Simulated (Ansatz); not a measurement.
Ansatz (a first-principles code) input (CCSD(T)/aug-cc-pV(D+d)Z):
A basis named .json is the Basis Set Exchange file of that set.

Ansatz 0.2 input:
```yaml
crystal:
  periodic: [false, false, false]
  atoms:
    - {symbol: Si, position_ang: [0.00000000, 0.00000000, 0.00000000]}
    - {symbol: H, position_ang: [0.01222522, 1.46745298, -0.00876651]}
    - {symbol: H, position_ang: [1.26466648, -0.74421996, 0.01999757]}
    - {symbol: H, position_ang: [-1.27689170, -0.72323302, -0.01123105]}
basis:
  gaussian:
    orbitals: aug-cc-pV_D+d_Z.json
total_charge: 1
magnetization: {spin_polarized: false}
correlation: {method: ccsd_t, electrons: outside_noble_gas}
output: {forces: true}
```

Output:

```
Functional definition: HF
integrals: 0.03 GiB planned
597 factors; integrals over basis functions are off by at most 9.1e-4 eV
mean field: 0.10 GiB planned
mean field evaluation 1: about -7900.5349 eV, gradient 8.5e0 eV
mean field evaluation 2: about -7900.5340 eV, gradient 8.5e0 eV
mean field evaluation 4: about -7900.9118 eV, gradient 1.9e-1 eV
mean field evaluation 8: about -7900.9119 eV, gradient 1.7e-4 eV
mean field -7900.91188293 eV, -290.3531562674 hartree, gradient 2.4e-6 eV, S^2 0.000000; 0 other end points of the search recorded, 0 dependent functions left out
5 core orbitals not correlated
reference -7900.91188293 eV, -290.3531562674 hartree; 3, 3 occupied and 51, 51 virtual orbitals, 597 factors
densities: 0.13 GiB planned
second order -2.34534444 eV of doubles, -0.00000000 eV of singles
coupled cluster: 0.11 GiB planned
cycle   1  -2.84277077 eV  change   -5.0e-1 eV  update   5.0e-2
cycle   2  -3.03255469 eV  change   -1.9e-1 eV  update   1.7e-2
cycle   3  -3.03471385 eV  change   -2.2e-3 eV  update   3.4e-3
cycle   4  -3.03480476 eV  change   -9.1e-5 eV  update   9.0e-4
cycle   5  -3.03476811 eV  change    3.7e-5 eV  update   2.9e-4
cycle   6  -3.03473124 eV  change    3.7e-5 eV  update   6.2e-5
cycle   7  -3.03475136 eV  change   -2.0e-5 eV  update   1.5e-5
cycle   8  -3.03475318 eV  change   -1.8e-6 eV  update   5.0e-6
perturbative correction -0.04524305 eV, -0.0016626514 hartree
the calculation of the forces begins
mean field evaluation 16: about -7900.9128 eV, gradient 3.6e-2 eV
Total energy: -7903.99187916 eV, -290.4663440411 hartree
Atom 0 at     0.000000     0.000000     0.000000 Å, force     0.000000     0.000000    -0.000000 eV/Å
Atom 1 at     0.012225     1.467453    -0.008767 Å, force     0.000850     0.101995    -0.000609 eV/Å
Atom 2 at     1.264666    -0.744220     0.019998 Å, force     0.087900    -0.051727     0.001390 eV/Å
Atom 3 at    -1.276892    -0.723233    -0.011231 Å, force    -0.088750    -0.050268    -0.000781 eV/Å
Dipole moment:     0.000000    -0.000000     0.000000 e Å
```
